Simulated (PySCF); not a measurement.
Species: 5-methylisoxazole, C₄H₅NO.
Atom-mapped SMILES: `[CH3:1][c:2]1[cH:3][cH:4][n:5][o:6]1` (hydrogens: H7, H8, H9 on C1; H10 on C3; H11 on C4)

Computed by this run: PySCF, PBE0-D3(BJ)/def2-TZVP geometry optimisation, gas phase; density fitting, grid level 2; the optimiser is geomeTRIC in internal coordinates, started from a GFN2-xTB structure.

Step 0: E = -7759.2768 eV
```
atom  x, y, z in Å  |  force x, y, z in eV/Å
C1     -1.7088   -0.0588   -0.2474    0.390  -0.251   0.060
C2     -0.2448   -0.1624   -0.0355    0.261   0.600   0.025
C3      0.7403    0.7784    0.0887   -0.317  -0.545  -0.031
C4      1.9123    0.0119    0.2712   -0.661  -0.138  -0.097
N5      1.6412   -1.2620    0.2546    0.949  -0.320   0.145
O6      0.3070   -1.3822    0.0650   -0.587   0.344  -0.089
H7     -2.0005    0.9850   -0.3128   -0.033   0.074  -0.009
H8     -2.2415   -0.5315    0.5765   -0.120  -0.019   0.073
H9     -1.9903   -0.5716   -1.1659   -0.103  -0.020  -0.105
H10     0.6483    1.8433    0.0558   -0.104   0.273  -0.018
H11     2.9194    0.3498    0.4104    0.324   0.002   0.045
```

Step 1: E = -7759.2936 eV
```
atom  x, y, z in Å  |  force x, y, z in eV/Å
C1     -1.7004   -0.0665   -0.2546   -0.029   0.097   0.019
C2     -0.2359   -0.1356   -0.0714   -0.072  -0.173   0.163
C3      0.7343    0.7864    0.1438    0.047   0.092  -0.155
C4      1.9037    0.0044    0.2910    0.118   0.061  -0.094
N5      1.6597   -1.2682    0.1788   -0.045  -0.027   0.044
O6      0.3048   -1.3607   -0.0404    0.006  -0.016  -0.038
H7     -2.0016    0.9598   -0.4631   -0.018  -0.020  -0.011
H8     -2.2152   -0.3970    0.6525    0.013  -0.002  -0.026
H9     -2.0276   -0.7089   -1.0738    0.032   0.011  -0.020
H10     0.6366    1.8594    0.1500   -0.005  -0.029   0.068
H11     2.9242    0.3267    0.4477   -0.048   0.005   0.049
```

Problem. Estimate the geometry and energy of step 2. (The exact step hangs on the optimiser's Hessian estimate; all steps are aligned on step 1, rigid shifts and turns removed.)

Solution. E = -7759.2969 eV, largest force 0.096 eV/Å
```
atom  x, y, z in Å  |  force x, y, z in eV/Å
C1     -1.7003   -0.0631   -0.2512    0.000  -0.004  -0.015
C2     -0.2362   -0.1449   -0.0678   -0.033   0.009   0.071
C3      0.7335    0.7827    0.1327    0.037   0.002  -0.086
C4      1.9070    0.0065    0.2797   -0.059  -0.023   0.017
N5      1.6616   -1.2683    0.1826    0.055  -0.042  -0.041
O6      0.3077   -1.3684   -0.0413    0.014   0.081   0.051
H7     -1.9978    0.9634   -0.4622    0.011  -0.007   0.000
H8     -2.2194   -0.3927    0.6528   -0.004  -0.013  -0.009
H9     -2.0245   -0.7028   -1.0735   -0.005   0.003  -0.015
H10     0.6290    1.8541    0.1536   -0.010  -0.001   0.028
H11     2.9220    0.3331    0.4552   -0.005  -0.005  -0.001
```

The energy changes by -0.0033 eV. The first-order estimate −F·Δx gives -0.0067 eV and the mean of the old and new forces, exact on a quadratic surface, -0.0034 eV. The step makes an angle of 53° with the force vector and moves no atom by more than 0.012 Å.

The cost below is that of the whole optimisation. On Arm Neoverse V2, one thread, no GPU, on a shared host, this took 2.5 min of wall time and 0.87 GiB of memory at its peak.
